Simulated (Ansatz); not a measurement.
**BH2NaS (SMILES B[S][Na]): one structure at several levels**

The task here is to estimate one member of a computed series from the others.

Program: Ansatz 0.2.0, Gaussian basis. Level of theory: single points in def2-TZVPP. These are calculated values, not measurements.

Correlated methods freeze the cores. The outer core shell of Li, Na, Mg and K is correlated. B3LYP uses VWN-RPA correlation.

## Starting geometry

SMILES `B[S][Na]`, 5 atoms, charge 0, spin multiplicity 1.

Atoms are counted from 1 here; the program's logs count them from 0.

Bond lengths: B1–S2 1.763 Å, B1–H4 1.179 Å, B1–H5 1.195 Å, S2–Na3 2.448 Å. Angles: S2–B1–H4 117.8°, S2–B1–H5 119.6°, H4–B1–H5 122.5°, B1–S2–Na3 121.1°.

Coordinates:

```csv
atom,x (Å),y (Å),z (Å)
B1,0.2257,0.4512,-0.6950
S2,0.5423,-0.8351,0.4678
Na3,-0.9801,-1.2511,2.3385
H4,0.9810,0.5821,-1.5903
H5,-0.7148,1.1712,-0.5383
```

Set-up of the first run:

Input file run/in.yaml:

```yaml
crystal:
  periodic: [false, false, false]
  atoms:
    - {symbol: B, position_ang: [0.225700, 0.451200, -0.695000]}
    - {symbol: S, position_ang: [0.542300, -0.835100, 0.467800]}
    - {symbol: Na, position_ang: [-0.980100, -1.251100, 2.338500]}
    - {symbol: H, position_ang: [0.981000, 0.582100, -1.590300]}
    - {symbol: H, position_ang: [-0.714800, 1.171200, -0.538300]}
basis:
  gaussian: {orbitals: def2-TZVPP}
correlation: {method: ccsd_t}
output: {forces: true}
```

The command line of these runs was not kept.

Among the steps run: CCSD(T)/def2-TZVPP; PBE0-D4/def2-TZVPP; wB97M-V/def2-TZVPP; r2SCAN-D4/def2-TZVPP; PBE-D4/def2-TZVPP; SPW92/def2-TZVPP; B3LYP-D4/def2-TZVPP.

One of the session's tables, all rows but one given; the rest of the session is left out.

| method | RMS force component (eV/Å) | angle to CCSD(T) forces (°) | dipole (D) |
| --- | --- | --- | --- |
| CCSD(T) | 0.278 | reference | 9.56 |
| PBE0-D4 | 0.303 | 15.8 | 9.16 |
| wB97M-V | ? | ? | ? |
| r2SCAN-D4 | 0.287 | 10.0 | 9.33 |
| PBE-D4 | 0.334 | 10.8 | 8.70 |
| SPW92 | 0.375 | 30.8 | 8.78 |
| B3LYP-D4 | 0.268 | 10.6 | 8.91 |

Estimate the missing values for wB97M-V.

As computed: RMS force component (eV/Å): 0.264; angle to CCSD(T) forces (°): 15.2; dipole (D): 9.25. In the column «RMS force component (eV/Å)» it is the lowest.
